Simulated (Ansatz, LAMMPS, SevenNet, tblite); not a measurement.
Diamond, TO(Γ) frequency

Reference value: 1333 cm⁻¹ (measured, low temperature, not corrected to a static lattice; as tabulated in Kunc et al. (2003), arXiv:cond-mat/0304692).

| level (code) | value (cm⁻¹) | cell (Å³/atom) | difference (%) |
|---|---|---|---|
| COMB comb3 (LAMMPS) | 1803 | 5.58 | +35 |
| GFN1-xTB (tblite) | 1358 | 5.57 | +1.9 |
| SevenNet-0 (SevenNet) | 1097 | 5.69 | -17.7 |
| LDA (Ansatz) | 1323 | 5.51 | -0.8 |
| PBE (Ansatz) | 1290 | 5.70 | -3.2 |
| PBE-D3(BJ) (Ansatz) | 1306 | 5.63 | -2.0 |
| r²SCAN (Ansatz) | 1324 | 5.64 | -0.7 |

Leaving aside COMB comb3, which can be fitted to such values or carry a doubt: Nearest, and too close to rank with a margin of 2.0 % (twice that across the reference) picked here for doubts on the reference and the settings, and for temperature and zero-point motion: r²SCAN (-0.7 %), LDA (-0.8 %), GFN1-xTB (+1.9 %), PBE-D3(BJ) (-2.0 %). SevenNet-0 (-17.7 %) lies farthest from it. Within 10 %: GFN1-xTB, LDA, PBE, PBE-D3(BJ), r²SCAN.

The reference has no zero-point or thermal correction, while the calculations are for a static lattice, so the differences are not the levels' errors alone.  GFN1-xTB: the method was fitted mainly to molecules. GFN1-xTB: the run uses a supercell at the zone centre in place of a k mesh. PBE-D3(BJ): the dispersion coefficients are held fixed in the derivatives. Each level is taken at its own relaxed cell. Cutoffs and k meshes differ between the levels. Ansatz's density-functional and Hartree–Fock values are scalar-relativistic unless marked +SOC, with PAW data made under PBE.

Empirical potentials (COMB comb3) are fitted to chosen data, which need not cover the solid at hand: agreement can be built in, and what lay outside the fit can be far off. Machine-learned potentials (SevenNet-0) are trained on DFT data, which may include these solids.

Differences are worked out from the printed values.

Ansatz is a first-principles code.
